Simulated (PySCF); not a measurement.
## SiB⁻, HF: how much the basis matters

PySCF, ROHF reference; triplet, unpaired electrons σ ↑, π ↑; De to Si⁻ + B without counterpoise correction.

| basis | relativity | functions | Re (Å) | ωe (cm⁻¹) | De (eV) | μ (D) |
| --- | --- | --- | --- | --- | --- | --- |
| def2-SVPD | no relativity | 44 | 1.824 | 943 | n/a | -0.86 |
| aug-pcseg-1 | no relativity | 50 | 1.839 | 894 | n/a | -0.76 |
| def2-TZVPPD | no relativity | 85 | 1.827 | 908 | n/a | -0.84 |

**Question.** How does each smaller set differ from the one with most functions, def2-TZVPPD?

**Answer.** def2-SVPD: -0.3 pm, +3.9 % in ωe; aug-pcseg-1: +1.2 pm, -1.5 % in ωe. All at HF; the set with most functions is neither the basis-set limit nor always the best.

A positive dipole points towards B; it is taken about the centre of mass and depends on that origin. UHF is strongly spin-contaminated for SiB⁻, so the ROHF reference used there is far from stable. Hartree–Fock leaves out correlation, which carries a large part of most bond energies and some tenths to 1 eV of ionisation energies. The state is the lowest determinant that a PBE0 search found; another state may lie lower at other levels.
